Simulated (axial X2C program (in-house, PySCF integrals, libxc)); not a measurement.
## Bond lengths and stretching modes, held linear, of CPO

Calculated with an in-house all-electron X2C program for linear molecules (integrals from PySCF): two-component X2C with atomic mean-field Coulomb and Gaunt terms, Gaussian nuclei, basis C dyall-v3z, P dyall-v3z, O dyall-av3z with contracted cores. Spin-free rows use the one-electron spin-free X2C Hamiltonian.

Masses C 12.000, P 30.974, O 15.995 u. States: 2c Ω = 3/2 (beyond evenly filled blocks: ω = 3/2); spin-free M_S = 1/2, Λ = 1 (beyond evenly filled blocks: π+α, π+β, π-α).

PBE0, spin-free: energies above the lowest point

| r(C–P) (Å) | r(P–O) (Å) | E (meV) |
| --- | --- | --- |
| 1.6185 | 1.4410 | 77.40 |
| 1.6185 | 1.4780 | 28.12 |
| 1.6185 | 1.5149 | 60.50 |
| 1.6600 | 1.4410 | 47.59 |
| 1.6600 | 1.4780 | 0.00 |
| 1.6600 | 1.5149 | 34.34 |
| 1.6600 | 1.5519 | 132.89 |
| 1.7015 | 1.4410 | 75.44 |
| 1.7015 | 1.4780 | 29.48 |
| 1.7015 | 1.5149 | 65.71 |
| 1.7430 | 1.4780 | 104.12 |
| 1.7430 | 1.5519 | 244.98 |

Q: Fit a quadratic surface with cubic terms in each bond: where is the minimum, and what are the two stretching wavenumbers?

A: At PBE0, spin-free: bonds 1.658 and 1.480 Å; harmonic stretches 927.3 and 1309.6 cm⁻¹; force constants 5.42, 9.52 and coupling 0.20 mdyn/Å.

The other levels and Hamiltonians give:

| Hamiltonian | level | r(C–P) (Å) | r(P–O) (Å) | lower stretch (cm⁻¹) | upper stretch (cm⁻¹) |
| --- | --- | --- | --- | --- | --- |
| 2c | PBE0 | 1.658 | 1.480 | 927.0 | 1309.6 |
| 2c | B3LYP | 1.664 | 1.487 | 898.2 | 1269.8 |
| spin-free | B3LYP | 1.664 | 1.487 | 898.5 | 1269.9 |

Each state is one determinant, the lowest of a limited PBE0 search; the stretches come from a fit to these few points and carry an uncertainty of a few per cent. Other orders of the atoms were not compared. Left out for rough or failed fits: HF 2c, MP2 2c, HF spin-free, MP2 spin-free. The molecule was held linear; bending was not examined, so a bent shape may lie lower. Note: functional without a current term on a determinant with orbital currents, of the molecule or an atom.
